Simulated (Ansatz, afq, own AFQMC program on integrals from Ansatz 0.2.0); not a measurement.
Two steps: Ansatz 0.2.0 writes the Fock matrix and Cholesky factors of the valence space, and afq projects on them the lowest state that overlaps trial and start.

```yaml
crystal:
  periodic: [false, false, false]
  atoms:
    - {symbol: Ge, position_ang: [0.000000, -0.615950, 3.385938]}
    - {symbol: C, position_ang: [0.000000, 0.164955, -3.123388]}
    - {symbol: H, position_ang: [0.000000, 0.937261, 3.736049]}
    - {symbol: H, position_ang: [0.000000, -0.486265, -3.998598]}
basis:
  gaussian: {orbitals: cc-pVDZ}
magnetization: {spin_polarized: true, initial_magnetization: 2}
correlation: {method: ccsd_t, electrons: outside_noble_gas, hamiltonian_folder: ham}
```

```sh
$ ansatz run in.yaml --threads 1 --pin off --events-out ev --progress --plain --max-ram 1382MiB
```

afq runs on the folder ham with

```
--method phaseless --trial hf --walkers 120 --populations 1 --least-time 40 --time-step 0.005 --steps-per-block 20 --equilibration-blocks 160 --max-blocks 600 --target-error 0.00228 --factor-cut 1e-05 --start spin_pure --seed 2858 --taylor-order 6
```

Times are imaginary, in 1/Eh. The walk had a cap of 1086 s. Filled inner d shells are frozen with the cores.

Log:

```
orbitals 36  electrons 6 4  factors 241 of 550
reference energy -2114.13510454 Eh
CCSD correlation -0.18692054 Eh in 14 cycles, weight of the determinant in the CISD state 0.8779
energy of the start -2114.135334 Eh
 block  time / (1/Eh)  mean weight  energy / Eh
     1     0.100  1.0004  -2114.167773
     2     0.200  1.0017  -2114.192167
     3     0.300  1.0015  -2114.210786
     4     0.400  1.0005  -2114.226554
     5     0.500  1.0017  -2114.242370
     8     0.800  1.0001  -2114.265016
    15     1.500  1.0021  -2114.307218
    57     5.700  0.9978  -2114.306069
    99     9.900  1.0005  -2114.367340
   141    14.100  0.9996  -2114.338231
   183    18.300  0.9982  -2114.342612
   225    22.500  1.0005  -2114.322359
   253    25.300  0.9980  -2114.290679
   267    26.700  1.0008  -2114.312138
   309    30.900  0.9966  -2114.326429
   351    35.100  1.0010  -2114.330372
   393    39.300  0.9989  -2114.315717
   435    43.500  1.0008  -2114.318667
   477    47.700  0.9999  -2114.314179
   519    51.900  1.0011  -2114.322039
   547    54.700  1.0019  -2114.344901
blocks merged  error / Eh  count
     1  0.000584  400
     2  0.000776  200
     4  0.001015  100
     8  0.001174  50
    16  0.001258  25
    32  0.001275  12
energy -2114.318418 +/- 0.001258 Eh
(rows thinned)
```

The run passed its tests (sampling time, drift between the halves within three errors, error under three times the target), which doesn't prove that it has relaxed.

Against this walk (error 34.2 meV) on the same determinant: CCSD(T) 184.7 meV lower, CCSDT(Q) 212.8 meV lower. The error is statistical and leaves out the bias of the constraint. CCSDT(Q) is the surest value here, so the walk's 213 meV above it is most likely the bias of the constraint with this trial, which can have either sign.

Cautions: constraint bias not in the error; no relativity below Rb; no spin-orbit coupling; inner d shell frozen; lower spins were not checked; higher spins were not checked; an unrestricted solution with more broken spin lies lower (237 meV, ⟨S²⟩ 3.02).

The walk took 3.3 min on 1 thread of Intel(R) Xeon(R) Platinum 8259CL CPU @ 2.50GHz (Skylake/Cascade Lake) (shared host). The log's last line is the phaseless energy.

CCSDT and higher add their correlation energy to the determinant of the CCSD(T) run, since their own runs factorise the integrals more tightly (a shift of under 2 meV). A walk keeps the symmetry of its determinant, which the program's search chose and which needn't be the lowest solution, so a lower state of the same spin and another symmetry isn't excluded.
